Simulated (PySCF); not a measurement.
Species: FHO.
SMILES with atom numbers: `[OH:1][F:2]` (hydrogens: H3 on O1)

All values: PBE0/pcSseg-1 and wB97X-D/def2-SVPD (PySCF, non-relativistic), on one gas-phase PBE0-D3(BJ)/def2-SVP geometry that isn't relaxed in the solvent. The solvent is an IEF-PCM continuum (cavity from Bondi-type radii × 1.2). Only the electrostatic response of the medium enters.

Gas phase at PBE0/pcSseg-1: HOMO -9.05 eV, LUMO -0.76 eV, dipole 2.04 D.

Task: What does the continuum do to the energy, the frontier levels and the dipole at PBE0/pcSseg-1 in chloroform and methanol?

Result: 
| solvent | ε | E(solvent) − E(gas) (kcal/mol) | polarisation term (kcal/mol) | distortion of the solute (kcal/mol) | HOMO (eV) | LUMO (eV) | dipole (D) |
| --- | --- | --- | --- | --- | --- | --- | --- |
| chloroform | 4.711 | -3.53 | -3.83 | 0.30 | -9.02 | -0.69 | 2.25 |
| methanol | 32.61 | -4.82 | -5.38 | 0.56 | -9.02 | -0.68 | 2.32 |

The first energy column is the sum of the next two and covers electrostatics alone. From chloroform to methanol the lowering changes by a factor 1.37, Onsager's factor (ε − 1)/(2ε + 1) by 1.34 and ε itself by 6.9.

Task: Which radius a makes the point-dipole formula ΔE = −[(ε − 1)/(2ε + 1)]·μ²/a³ give the value in methanol, with the gas-phase dipole?

Result: μ = 0.801 au and |ΔE| = 0.00769 Eh give a = 1.81 Å; the farthest nucleus lies 1.04 Å from the centroid of the nuclei. The formula assumes a rigid point dipole at the centre of a sphere.

Task: Which Hirshfeld charges (PBE0/pcSseg-1) respond most in chloroform (means over atoms taken as equivalent)?

Result: 
```
atoms           environment  gas (e)  solvent (e)  change
   H3     hydroxyl hydrogen   +0.185       +0.201  +0.016
   F2  fluorine bonded to O   -0.073       -0.084  -0.011
   O1       hydroxyl oxygen   -0.112       -0.117  -0.005
```

Task: How do the nuclear quadrupole coupling constants eQVzz/h respond in chloroform?

Result: 
```csv
nucleus,Q (barn),gas (MHz),solvent (MHz),η gas,η solvent
17O at O1,-0.0256,-21.73,-22.19,0.87,0.81
```

Gas phase at wB97X-D/def2-SVPD: HOMO -11.41 eV, LUMO 0.68 eV, dipole 1.95 D.

Task: What does the continuum do to the energy, the frontier levels and the dipole at wB97X-D/def2-SVPD in chloroform and methanol?

Result: 
```json
{"solvent": "chloroform", "ε": "4.711", "E(solvent) − E(gas) (kcal/mol)": "-3.50", "polarisation term (kcal/mol)": "-3.87", "distortion of the solute (kcal/mol)": "0.37", "HOMO (eV)": "-11.36", "LUMO (eV)": "0.76", "dipole (D)": "2.23"}
{"solvent": "methanol", "ε": "32.61", "E(solvent) − E(gas) (kcal/mol)": "-4.82", "polarisation term (kcal/mol)": "-5.52", "distortion of the solute (kcal/mol)": "0.70", "HOMO (eV)": "-11.35", "LUMO (eV)": "0.78", "dipole (D)": "2.33"}
```

Task: How does the static polarisability (wB97X-D/def2-SVPD, frozen core, with the continuum's full static response) change?

Result: 
```csv
medium,isotropic (au),principal values (au),⟨r²⟩ of the electrons (bohr²)
gas,11.2,"8.9, 9.9, 14.7",58.4
chloroform,12.5,"9.9, 11.0, 16.6",58.3
methanol,13.0,"10.4, 11.5, 17.3",58.3
```

The isotropic value in methanol is 1.17 times the gas-phase one; no cavity-field correction is applied. ⟨r²⟩ is taken about the centre of nuclear charge.

wB97X-D is run here without its empirical dispersion term; that term would change no orbital, density or response property at a fixed geometry.
